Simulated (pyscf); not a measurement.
## Four-centre exchange: `[GaH]` [singlet] + `[OH2]` → `[OH][Ga]` [singlet] + `[H][H]`

Gas phase, singlet surface, charge 0. Bonds broken: Ga1–H2, O3–H4. Bonds formed: Ga1–O3, H2–H4. Optimised with ωB97X-D3(BJ)/def2-SVP in PySCF.

Transition state (Å):

```xyz
5

Ga     0.2300    -0.1018     0.7386
H     -1.6867     0.5529     0.9349
O     -1.1172    -0.8646    -0.6397
H     -1.7082    -0.1515     0.1546
H     -1.3885    -1.7895    -0.6966
```

One imaginary mode, 1411i cm⁻¹; descent along it reached the two sides named, in the forms told below.

| bond | change | reactant side (Å) | saddle | product side |
|---|---|---|---|---|
| Ga1–H2 | breaks | 1.690 | 2.035 | 4.7 |
| O3–H4 | breaks | 0.965 | 1.220 | 2.420 |
| Ga1–O3 | forms | 2.353 | 2.073 | 1.805 |
| H2–H4 | forms | 2.598 | 1.051 | 0.762 |

Electronic energies relative to the separated reactants (kJ/mol):

```json
[
 {"level": "ωB97X-D3(BJ)/def2-TZVP", "barrier": "8.8", "reaction energy": "-121.0", "reverse barrier": "129.8"},
 {"level": "PBE/def2-TZVP", "barrier": "-13.1", "reaction energy": "-121.9", "reverse barrier": "108.8"},
 {"level": "r²SCAN/def2-TZVP", "barrier": "-9.0", "reaction energy": "-129.7", "reverse barrier": "120.7"},
 {"level": "B3LYP-D3(BJ)/def2-TZVP", "barrier": "4.3", "reaction energy": "-122.0", "reverse barrier": "126.3"},
 {"level": "PBE0-D3(BJ)/def2-TZVP", "barrier": "1.8", "reaction energy": "-113.5", "reverse barrier": "115.3"},
 {"level": "M06-2X/def2-TZVP", "barrier": "9.5", "reaction energy": "-129.0", "reverse barrier": "138.5"},
 {"level": "ωB97M-D3(BJ)/def2-TZVP", "barrier": "14.1", "reaction energy": "-115.1", "reverse barrier": "129.1"},
 {"level": "HF/def2-TZVP", "barrier": "80.9", "reaction energy": "-96.5", "reverse barrier": "177.3"}
]
```

With ωB97M-D3(BJ)/def2-TZVP energies and thermal terms (ideal gas, 1 atm, RRHO with modes under 100 cm⁻¹ raised to 100, one conformer, R ln 2 for chiral ones without a mode under 150 cm⁻¹), in kJ/mol:

```tsv
T (K)	ΔH‡	ΔG‡	ΔH	ΔG
298	6.6	41.4	-124.1	-121.1
600	5.9	77.2	-121.0	-119.4
900	7.4	112.5	-118.7	-119.1
1200	9.5	147.3	-117.4	-119.5
```

On the reactant side the descent ends in a bound adduct, 41.9 kJ/mol under the separated species and 50.7 kJ/mol under the saddle at ωB97X-D3(BJ)/def2-TZVP. At PBE, r²SCAN the saddle lies under the separated reactants, which points to a path from their complex (located at ωB97X-D3(BJ) alone). At the saddle there is also a short Ga–H contact that neither side keeps. One saddle was located; it need not be the lowest between these sides. Elements up to Kr have no core potential and no relativistic terms here.
